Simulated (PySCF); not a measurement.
Molecule: SMILES [AlH3], AlH₃.

Cartesian coordinates in Å; atom numbers follow the order of the lines, from 1:
```xyz
4

Al    0.0049    0.0023   -0.0104
H     1.5886   -0.1427   -0.0247
H    -0.9125   -1.2968    0.0063
H    -0.6605    1.4468   -0.0169
```

Geometry PBE0-D3(BJ)/def2-SVP throughout; GIAO in PySCF, gas phase, one conformer, non-relativistic; equivalent atoms averaged; functional PBE0.

Question: How do the absolute shieldings σ depend on the basis set? (ppm; last column core-seconds on shared hosts with different chips, so compare them loosely)

Answer: 
```csv
basis set,functions,Al1,H2/H3/H4,core-s
STO-3G,12,296.9,29.61,0.46
6-31G,19,333.0,26.03,0.55
pcSseg-0,19,222.9,26.13,0.91
6-31G*,24,336.1,26.03,0.6
def2-SVP,33,311.5,25.82,0.65
cc-pVDZ,33,345.3,25.63,1.1
pcSseg-1,39,277.7,25.81,1.5
"6-311+G(2d,p)",53,280.8,25.86,1.2
aug-cc-pVDZ,54,356.2,25.66,1.5
def2-TZVP,55,280.2,25.91,1.3
IGLO-III,74,281.3,25.95,2.3
cc-pVTZ,76,289.4,25.88,2.6
pcSseg-2,85,278.7,25.90,1
pcSseg-3,175,277.9,25.89,7.7
```

Question: Which nucleus moves most, in ppm?

Answer: Al1 (aluminium bonded to 3 H): from 222.9 ppm with pcSseg-0 to 356.2 ppm with aug-cc-pVDZ. The smallest spread is 3.97 ppm, at H2/H3/H4.

Question: Taking the largest basis, pcSseg-3 (175 functions), as the yardstick, rank the others by their worst heavy-atom deviation.

Answer: pcSseg-1 0.2 ppm (39 functions), pcSseg-2 0.8 ppm (85 functions), def2-TZVP 2.3 ppm (55 functions), 6-311+G(2d,p) 2.9 ppm (53 functions), IGLO-III 3.3 ppm (74 functions), cc-pVTZ 11.5 ppm (76 functions), STO-3G 18.9 ppm (12 functions), def2-SVP 33.5 ppm (33 functions), pcSseg-0 55.0 ppm (19 functions), 6-31G 55.1 ppm (19 functions), 6-31G* 58.2 ppm (24 functions), cc-pVDZ 67.4 ppm (33 functions), aug-cc-pVDZ 78.2 ppm (54 functions).

A small basis that lands close on one nucleus may do so by chance; judge by the trend and by all nuclei.
